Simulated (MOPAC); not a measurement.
MOPAC input (PM3):

```
PM3 PRECISE GNORM=0.05 LET XYZ UHF MS=0.5 GEO-OK AUX(PRECISION=9) THREADS=1
C3H5

C     1.33588083 1    0.17663357 1    0.00811228 1
C     0.05820264 1    0.43851080 1   -0.00811815 1
H     2.26699010 1    0.71990471 1    0.00550453 1
H    -0.25405481 1    1.48851309 1   -0.03147361 1
C    -1.05503693 1   -0.57138509 1    0.00208581 1
H    -0.66476666 1   -1.58771845 1    0.02545578 1
H    -1.69884812 1   -0.42434069 1    0.87312388 1
H    -1.68359975 1   -0.45891440 1   -0.88509024 1
```

From the last part of the output:

```
                                                       MOPAC v23.2.5 Linux

          FINAL HEAT OF FORMATION =         49.45630 KCAL/MOL =     206.92517 KJ/MOL

          COSMO AREA              =         89.49 SQUARE ANGSTROMS
          COSMO VOLUME            =         71.79 CUBIC ANGSTROMS

          GRADIENT NORM           =          0.03308          =       0.01170 PER ATOM
          IONIZATION POTENTIAL    =          9.679859 EV
          ALPHA SOMO LUMO (EV)    =         -9.680  1.257
          BETA  SOMO LUMO (EV)    =        -10.138  0.922
          NO. OF ALPHA ELECTRONS  =          9
          NO. OF BETA  ELECTRONS  =          8
          MOLECULAR WEIGHT        =         41.0725         POINT GROUP:  Cs

          MOLECULAR DIMENSIONS (Angstroms)

            Atom       Atom       Distance
            H     8    H     3     4.19217
            H     6    H     4     2.99525
            H     8    H     7     1.72993

          SCF CALCULATIONS        =         26

   ATOM   CHEMICAL          X               Y               Z
  NUMBER   SYMBOL      (ANGSTROMS)     (ANGSTROMS)     (ANGSTROMS)

     1       C          1.29530256  *   0.22402800  *   0.00681497  *
     2       C          0.01491269  *   0.49392432  *  -0.00954753  *
     3       H          2.34572535  *   0.39901260  *   0.01249936  *
     4       H         -0.34138639  *   1.53318674  *  -0.03313032  *
     5       C         -1.01391324  *  -0.57218829  *   0.00244883  *
     6       H         -0.58040305  *  -1.57984846  *   0.02600652  *
     7       H         -1.66298440  *  -0.46610415  *   0.88175795  *
     8       H         -1.64767321  *  -0.50093101  *  -0.89145359  *

                             CARTESIAN COORDINATES

   1    C        1.295302556     0.224027997     0.006814970
   2    C        0.014912691     0.493924322    -0.009547532
   3    H        2.345725354     0.399012596     0.012499358
   4    H       -0.341386393     1.533186743    -0.033130321
   5    C       -1.013913240    -0.572188295     0.002448832
   6    H       -0.580403048    -1.579848464     0.026006519
   7    H       -1.662984395    -0.466104149     0.881757948
   8    H       -1.647673207    -0.500931011    -0.891453588

           Empirical Formula: C3 H5  =     8 atoms

      MOLECULAR POINT GROUP   :   Cs

          ALPHA EIGENVALUES
 -34.84517 -26.36945 -19.30731 -16.57268 -14.69041 -14.23580 -12.84530 -10.68963
  -9.67986   1.25740   2.84520   3.75706   4.17306   4.51239   4.54479   5.08856
   5.96723

           BETA EIGENVALUES
 -34.66667 -25.49792 -18.75537 -16.29485 -14.45344 -14.36332 -12.67811 -10.13814
   0.92183   1.81433   3.25726   3.91636   4.21594   4.48942   4.66262   5.13484
   6.49559

              NET ATOMIC CHARGES AND DIPOLE CONTRIBUTIONS

  ATOM NO.   TYPE          CHARGE      No. of ELECS.   s-Pop       p-Pop
    1          C          -0.242088        4.2421     1.29359     2.94850
    2          C          -0.110652        4.1107     1.17511     2.93554
    3          H           0.175213        0.8248     0.82479
    4          H           0.101705        0.8983     0.89830
    5          C          -0.056166        4.0562     1.12148     2.93469
    6          H           0.046317        0.9537     0.95368
    7          H           0.042832        0.9572     0.95717
    8          H           0.042838        0.9572     0.95716
 DIPOLE           X         Y         Z       TOTAL
 POINT-CHG.    -0.243     0.166    -0.005     0.295
 HYBRID         0.078     0.272    -0.005     0.283
 SUM           -0.165     0.437    -0.010     0.467

          ATOMIC ORBITAL ELECTRON POPULATIONS

     Atom    s        px        py        pz
    1  C   1.29359   0.96836   0.97970   1.00044
    2  C   1.17511   0.93926   0.97974   1.01654
    3  H   0.82479
    4  H   0.89830
    5  C   1.12148   0.96317   0.97017   1.00134
    6  H   0.95368
    7  H   0.95717
    8  H   0.95716

                    (SZ)    =    0.500000
                    (S**2)  =    0.947176

          ATOMIC ORBITAL SPIN POPULATIONS

    Atom   Total    s     px     py     pz
         Atomic
    1  C  1.4921  0.121  0.078  0.876  0.417
    2  C -0.5823 -0.045 -0.071 -0.067 -0.399
    3  H -0.0705 -0.071
    4  H  0.1006  0.101
    5  C  0.1178  0.020  0.046  0.033  0.019
    6  H -0.0106 -0.011
    7  H -0.0235 -0.023
    8  H -0.0235 -0.023

 **********************
 *                    *
 * JOB ENDED NORMALLY *
 *                    *
 **********************

 == MOPAC DONE ==
```

The determinant is spin-contaminated: <S^2> is 0.95 against 0.75 for a pure state.
